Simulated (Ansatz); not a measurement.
H2O, singlet along the distance O1-H2

Starting geometry (PBE0/def2-TZVP stationary point for this spin, not checked as a minimum):

```yaml
atoms:
  - { symbol: O, position_ang: [0.0000, -0.0653, 0.0000] }
  - { symbol: H, position_ang: [0.0000, 0.5184, -0.7615] }
  - { symbol: H, position_ang: [0.0000, 0.5184, 0.7615] }
```

From there H2 moves along the line of the two atoms named below, all else staying in place; atoms are numbered as listed. Energies are in kJ/mol, counted from the starting geometry at the same level. Kohn–Sham curves are unrestricted where that lies lower.

Basis cc-pVDZ; Ansatz 0.2.0. Only valence electrons are correlated (noble-gas cores frozen).

Unrestricted Kohn–Sham rows aren't spin-pure: their determinants' ⟨S²⟩ exceeds S(S+1) by up to 0.99, so they mix in states of higher spin.

Full CI is exact within this basis and frozen core; it isn't the basis-set limit.

```
distance O1-H2 (Å)  RPA-PBE
             0.765    175.6
             0.884     22.8
             0.960      0.0
             1.055     13.4
             1.181     66.6
             1.304    132.6
             1.551    260.9
             1.745    341.9
             2.065    440.7
             2.626    466.7
             3.309    461.4
```

Task: Estimate the full CI curve in cc-pVDZ from this one, knowing how RPA-PBE differs from it in such a basis.

Result: The computed full CI values, in kJ/mol from the starting point, and the difference of RPA-PBE against them:
```
distance O1-H2 (Å)  full CI  RPA-PBE less full CI
             0.765    168.7                   6.9
             0.884     20.2                   2.6
             0.960      0.0                   0.0
             1.055     16.9                  -3.5
             1.181     74.5                  -7.9
             1.304    144.2                 -11.6
             1.551    275.3                 -14.4
             1.745    352.2                 -10.3
             2.065    427.7                  13.0
             2.626    470.5                  -3.8
             3.309    479.0                 -17.6
```

The difference spans 30.6 kJ/mol and is largest, -17.6 kJ/mol, at 3.309 Å.

In so small a basis both RPA and the reference are far from their limits and near them at different rates, so the difference would change in a larger set.
